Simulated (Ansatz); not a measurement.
Input for Ansatz (development build ahead of 0.2.0):

```yaml
crystal:
  periodic: [false, false, false]
  atoms:
    - { symbol: H, position_ang: [0.07009, -0.00979, -1.21746] }
    - { symbol: F, position_ang: [0.00364, 0.00909, 0.06367] }
basis:
  gaussian: { orbitals: def2-SVP }
hamiltonian:
  xc: hf
```

The input is written out in the form of the current development build from the run's settings.

The run gave:

```
Converged                       : yes
Total energy                    : -99.84622 hartree
Spin squared of the determinant : 0.000
```

Caution: stretched shape with no unrestricted run beside it, a lower state can exist.
